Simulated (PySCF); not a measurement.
CHN, SMILES [C-]#[NH+] (connectivity only; charge and spin as stated), charge +1, multiplicity 2.

Geometry: B3LYP-D3(BJ)/def2-TZVPD. The spin state was assumed, not searched.

Two levels are set side by side: PBE/def2-TZVPD (PySCF) and CAM-B3LYP/def2-TZVPD (PySCF). Same geometry, gas phase. Differences are taken from unrounded values.

| quantity | CAM-B3LYP | PBE | PBE minus CAM-B3LYP |
|---|---|---|---|
| α-spin orbital gap (eV) | 14.27 | 8.70 | -5.58 |
| β-spin orbital gap (eV) | 8.23 | 2.82 | -5.41 |
| mean polarisability (bohr³) | 11.8 | 11.9 | 0.1 |

Rough cost on one machine, each run with all the roots and properties that it gave: CAM-B3LYP against PBE within a factor of 2.
